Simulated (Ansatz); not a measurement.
# H3OSSi: the cost of one run

Method: RKS B3LYP-D4/6-31G*, in Ansatz 0.2.0.

## Step 1: The structure to begin with

Bond lengths: O1–S2 1.736 Å, S2–Si3 2.171 Å, O1–H4 0.977 Å, Si3–H5 1.480 Å, Si3–H6 1.480 Å. Angles: O1–S2–Si3 94.6°, S2–O1–H4 103.0°, S2–Si3–H5 100.1°, S2–Si3–H6 100.2°, H5–Si3–H6 100.9°.

Structure file:

```xyz
6

O    -1.2005   -1.5608   -0.3417
S     0.4440   -1.2404    0.1114
Si    0.2205    0.9187    0.0602
H    -1.5791   -0.6657   -0.4444
H     1.3781    1.2803   -0.7883
H     0.7370    1.2679    1.4028
```

## Step 2: Relaxing end A

Input file input.yaml:

```yaml
crystal:
  periodic: [false, false, false]
  atoms:
    - { symbol: O, position_ang: [-1.20045, -1.5608, -0.34166] }
    - { symbol: S, position_ang: [0.44399, -1.24044, 0.11137] }
    - { symbol: Si, position_ang: [0.2205, 0.91868, 0.06017] }
    - { symbol: H, position_ang: [-1.57914, -0.66568, -0.44436] }
    - { symbol: H, position_ang: [1.37811, 1.28031, -0.78828] }
    - { symbol: H, position_ang: [0.737, 1.26792, 1.40276] }
total_charge: -1
basis:
  gaussian: { orbitals: "6-31G*" }
hamiltonian:
  xc: b3lyp
  dispersion: d4
relax:
  f_tol: 0.015
  max_steps: 40
output:
  orbitals: {}
```

Run with:

```console
$ ansatz run input.yaml --threads 1 --pin off --max-ram 2048MiB --backend cpu --events-out ev --progress --plain --runs-dir out
```

What time and memory should one allow on 1 thread of an x86-64 CPU, shared host?

About 7.5 s, with a peak of 0.16 GiB.
